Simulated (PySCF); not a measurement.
Compound: BH7P2.
SMILES: `P[BH2-][PH3+]`

Computed with PySCF at wB97X-D/def2-SVPD, non-relativistic, on one gas-phase PBE0-D3(BJ)/def2-SVP geometry that isn't relaxed in the solvent. The solvent is an IEF-PCM continuum (cavity from Bondi-type radii × 1.2), and excitations are vertical TDDFT with non-equilibrium linear response and a frozen core. The model holds no explicit solvent molecules, cavitation or dispersion.

Gas-phase singlets (H = HOMO, L = LUMO):

```tsv
state	E (eV)	λ (nm)	f	leading configuration
S1	5.574	222	0.009	H→L+1 48%
S2	6.077	204	0.038	H→L+1 38%
S3	6.404	194	0.007	H→L+2 90%
S4	6.611	188	0.023	H→L+3 44%
S5	6.870	180	0.033	H→L+4 51%
```

**Question.** What are the lowest 5 singlets in methanol (ε = 32.61)?

**Answer.** 
```
state  E (eV)  λ (nm)      f  leading configuration  change by rank (eV)
   S1   6.068     204  0.020                H→L 48%               +0.494
   S2   6.381     194  0.050                H→L 37%               +0.304
   S3   6.970     178  0.222              H→L+4 51%               +0.566
   S4   7.367     168  0.007              H→L+3 85%               +0.756
   S5   7.553     164  0.019              H→L+2 53%               +0.683
```

**Question.** Give the list for dimethylsulfoxide (ε = 46.83), n² = 2.19.

**Answer.** 
```json
{"state": "S1", "E (eV)": "6.062", "λ (nm)": "205", "f": "0.023", "leading configuration": "H→L 47%", "change by rank (eV)": "+0.488"}
{"state": "S2", "E (eV)": "6.368", "λ (nm)": "195", "f": "0.056", "leading configuration": "H→L 38%", "change by rank (eV)": "+0.291"}
{"state": "S3", "E (eV)": "6.949", "λ (nm)": "178", "f": "0.254", "leading configuration": "H→L+4 51%", "change by rank (eV)": "+0.545"}
{"state": "S4", "E (eV)": "7.378", "λ (nm)": "168", "f": "0.008", "leading configuration": "H→L+3 86%", "change by rank (eV)": "+0.767"}
{"state": "S5", "E (eV)": "7.561", "λ (nm)": "164", "f": "0.020", "leading configuration": "H→L+2 54%", "change by rank (eV)": "+0.691"}
```

**Question.** How do the frontier levels move from gas to dimethylsulfoxide?

**Answer.** 
| orbital | gas (eV) | solvent (eV) | change (eV) |
| --- | --- | --- | --- |
| LUMO+2 | 2.05 | 2.66 | +0.61 |
| LUMO+1 | 1.76 | 2.21 | +0.45 |
| LUMO | 1.52 | 1.81 | +0.29 |
| HOMO | -8.25 | -8.58 | -0.33 |
| HOMO-1 | -10.14 | -10.17 | -0.03 |
| HOMO-2 | -10.66 | -10.60 | +0.06 |
| HOMO-3 | -11.41 | -11.39 | +0.02 |

The HOMO–LUMO gap goes from 9.77 to 10.39 eV. Rows go by rank; for LUMO, LUMO+1 and LUMO+2 the atom shares or the degeneracy differ between the runs, so the row needn't follow one orbital.

The run took about 18 s of CPU time (one thread, shared machine). This is the whole response run at wB97X-D/def2-SVPD in dimethylsulfoxide, SCF included.

The values belong to the conformer `[PH2:1][BH2-:2][PH3+:3]`: H–P1–B2–P3 173°, H–P1–B2–P3 -92°.
